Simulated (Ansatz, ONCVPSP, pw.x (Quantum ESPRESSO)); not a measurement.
**From atom to crystal: ONCV potential for H (Z = 1)**

H (Z = 1), optimised norm-conserving Vanderbilt (ONCV), made with ONCVPSP 4.0.1.1 (patched build) (LDA (Perdew-Wang 92), scalar-relativistic). Core none, reference 1s1. Waves: 1s: rc 1.40 bohr, ncon 5, nbas 8, qcut 4.8 1/bohr, 1 projector; p scattering state at 0.31 Ha: rc 1.20 bohr, ncon 4, nbas 8, qcut 6.3 1/bohr, 2 projectors, debl 1.1 Ha. Local part: polynomial inside 1.10 bohr (lpopt 3, dvloc0 3 Ha). Core correction: none.

Atomic tests: cutoffs needed: 12 Ha and 62 Ha (the cutoffs (Ha) at which the residual kinetic energy of the hardest occupied pseudo-wave falls to 1 and 0.1 mHa per electron); ghost test: no bound ghost flagged; no localised positive-energy state flagged.

Crystal test: fcc H in pw.x 7.5, no spin, 18³ k-points, Fermi–Dirac smearing 0.01 Ry, cutoffs 145/580 Ry. The reference is all-electron LAPW (Ansatz 0.2.0) with the same functional, mesh and smearing; V0 and B0 come from Birch–Murnaghan fits to the pressures at five volumes. Errors are pseudo minus all-electron; Δ is the rms difference of the E(V) curves that follow from these fits, minima aligned, over ±6 % about the mean V0. Mesh and smearing are coarse, so the numbers serve the comparison and aren't converged zero-temperature values; the lattice is a test structure that the element need not adopt.

All-electron: a0 = 2.267 Å (V0 = 2.91 Å³/atom), B0 = 114.7 GPa.

Q: How far does the potential miss the all-electron equation of state?

A: mean pressure error (GPa): +2.22; a0 (Å): 2.281; a0 error (%): +0.62; B0 error (%): +0.1; Δ (meV/atom): 1.4. This is a poor potential for the solid.

```csv
V (Å³/atom),P all-electron (GPa),P pseudo (GPa)
2.769,6.24,8.83
2.842,2.89,5.27
2.915,-0.13,2.07
2.988,-2.84,-0.81
3.061,-5.28,-3.41
```

Q: At the middle volume, how do free energy and pressure move when the wave cutoff is lowered (ecutrho kept at four times it)?

A:

| cutoff (Ry) | shift of F (meV/atom) | shift of P (GPa) |
| --- | --- | --- |
| 65 | +6.3 | -0.02 |
| 87 | +5.0 | +0.43 |
| 116 | +3.0 | -0.10 |

Input at the middle volume:

```
&control
  calculation='scf', prefix='x', pseudo_dir='./', outdir='./tmp', tstress=.true., disk_io='none'
/
&system
  ibrav=0, nat=1, ntyp=1, ecutwfc=145, ecutrho=580, nbnd=7,
  occupations='smearing', smearing='fd', degauss=0.01
/
&electrons
  conv_thr=1e-09, mixing_beta=0.4, electron_maxstep=70
/
ATOMIC_SPECIES
H 1.0 H.UPF
CELL_PARAMETERS angstrom
  0.00000000 1.13379931 1.13379931
  1.13379931 0.00000000 1.13379931
  1.13379931 1.13379931 0.00000000
ATOMIC_POSITIONS crystal
H 0.0000 0.0000 0.0000
K_POINTS automatic
18 18 18 0 0 0
```

```bash
pw.x < H.scf.in > H.scf.out
```

Lines of the output:

```
Message from routine setup:
     using ibrav=0 with symmetry is DISCOURAGED, use correct ibrav instead
     lattice parameter (alat)  =       3.0301  a.u.
     unit-cell volume          =      19.6714 (a.u.)^3
     number of electrons       =         1.00
     number of Kohn-Sham states=            7
     kinetic-energy cutoff     =     145.0000  Ry
     charge density cutoff     =     580.0000  Ry
     scf convergence threshold =      1.0E-09
     Exchange-correlation= SLA  PW   NOGX NOGC
     number of k points=   195  Fermi-Dirac smearing, width (Ry)=  0.0100
     iteration #  1     ecut=   145.00 Ry     beta= 0.40
     total energy              =      -1.06927415 Ry
     estimated scf accuracy    <       0.00004356 Ry
     iteration #  2     ecut=   145.00 Ry     beta= 0.40
     total energy              =      -1.06927601 Ry
     estimated scf accuracy    <       0.00001582 Ry
     iteration #  3     ecut=   145.00 Ry     beta= 0.40
     the Fermi energy is     4.0697 ev
!    total energy              =      -1.06927606 Ry
     estimated scf accuracy    <          8.8E-10 Ry
     smearing contrib. (-TS)   =      -0.00044551 Ry
     The total energy is F=E-TS. E is the sum of the following terms:
     one-electron contribution =       0.64900281 Ry
     hartree contribution      =       0.01588532 Ry
     xc contribution           =      -0.66377424 Ry
     ewald contribution        =      -1.06994444 Ry
     convergence has been achieved in   3 iterations
          total   stress  (Ry/bohr**3)                   (kbar)     P=       20.73
     Message from routine punch:
     Nothing written, as per user request (disk_io='none')
```

The run at the middle volume (195 k-points, 3 iterations) took about 9 s on one core of a shared host (Neoverse-N1, 64 threads, 124 GiB, load 56).
